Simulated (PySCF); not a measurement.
## Partners of formaldehyde

Gas-phase complexes of formaldehyde, each in one structure from a short search with a few starts, optimised by PBE0-D3(BJ)/def2-TZVPD; other ways of binding may lie lower. Energies in kcal/mol, CCSD(T) at its estimated basis limit, counterpoise-corrected (PySCF): interaction is complex less parts frozen as they stand in it. Contacts are written partner···formaldehyde; electrostatic, Pauli and orbital are terms of the uncorrected MP2 energy, whose rest is dispersion or correlation. The CCSD(T) estimate is Hartree-Fock/aug-cc-pVQZ, plus the MP2 correlation part extrapolated as X⁻³ from aug-cc-pVTZ and aug-cc-pVQZ, plus CCSD(T) less MP2 in aug-cc-pVDZ; noble-gas cores are frozen. It isn't the exact limit.

2 other partners are left out, for which the search missed the form known or expected to bind best.

Frequency runs check only 2 of the 8 structures; these show no clear imaginary mode. 1 further partner within 0.25 kcal/mol of a listed one is not ranked.

Q: Order these partners of formaldehyde by interaction energy, strongest first: formaldehyde, chlorine monofluoride, hydrogen cyanide, ammonia, acetylene, chloride, fluorosilane, hydrogen fluoride.

A: chloride (-11.3), hydrogen fluoride (-8.4), chlorine monofluoride (-5.5), fluorosilane (-4.9), hydrogen cyanide (-4.6), formaldehyde (-4.3), ammonia (-3.8), acetylene (-3.1).
```
              partner  contact  distance (Å)  interaction  electrostatic  Pauli  orbital
             chloride   Cl···C          2.86        -11.3          -18.8   18.3     -8.0
    hydrogen fluoride    H···O          1.68         -8.4          -14.7   14.3     -7.0
chlorine monofluoride   Cl···O          2.37         -5.5          -15.6   22.7     -8.4
         fluorosilane   Si···O          2.64         -4.9          -10.6   13.4     -4.1
     hydrogen cyanide    H···O          2.04         -4.6           -7.7    5.8     -2.3
         formaldehyde    O···C          2.63         -4.3           -8.6    9.4     -2.8
              ammonia    H···O          2.29         -3.8           -6.0    5.3     -1.3
            acetylene    H···O          2.31         -3.1           -4.7    4.4     -1.1
```
